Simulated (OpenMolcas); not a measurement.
# The standard entropy of CF4 (tetrafluoromethane) from a frequency calculation

A singlet with charge 0, relaxed at HF/6-31G* (Cartesian functions) (OpenMolcas 26.06):

```xyz
5

F    -0.8395    0.0248    0.9772
C     0.0100   -0.0147   -0.0083
F     1.1434   -0.4953    0.4148
F    -0.4582   -0.7765   -0.9544
F     0.1943    1.1880   -0.4709
```

Harmonic wavenumbers in cm⁻¹: 473, 473, 683, 683, 683, 1004, 1473, 1473, 1473.

Masses in u: F 18.998, C 12.011. Take T = 298.15 K, p = 1 bar, R = 8.3145 J/(mol K), kT/hc = 207.22 cm⁻¹, rigid rotor and harmonic oscillator.

**Question.** Compute the standard molar entropy.

**Answer.** 
1. Translation (Sackur–Tetrode): S = R[3/2 ln M + 5/2 ln T − 1.1517] with M = 88.003 gives 164.7 J/(mol K).
2. Rotation: principal moments 85.845, 85.847, 85.849 u Å² give A, B, C = 0.1964, 0.1964, 0.1964 cm⁻¹; the symmetry number is σ = 12; q = (√π/σ)√((kT/hc)³/ABC) = 5062; S = R(ln q + 3/2) = 83.4.
3. Vibration: with u = ν̃/207.22, each mode gives R[u/(eᵘ − 1) − ln(1 − e⁻ᵘ)]; the sum is 10.8, most from 473 cm⁻¹ (3.1), 473 cm⁻¹ (3.1), 683 cm⁻¹ (1.4).
4. Spin: R ln 1 = 0.0.
5. Sum: 164.7 + 83.4 + 10.8 + 0.0 = 258.9 J/(mol K).

The tabulated value is 261.6 J/(mol K) (CRC Handbook of Chemistry and Physics): the model is off by -2.7.
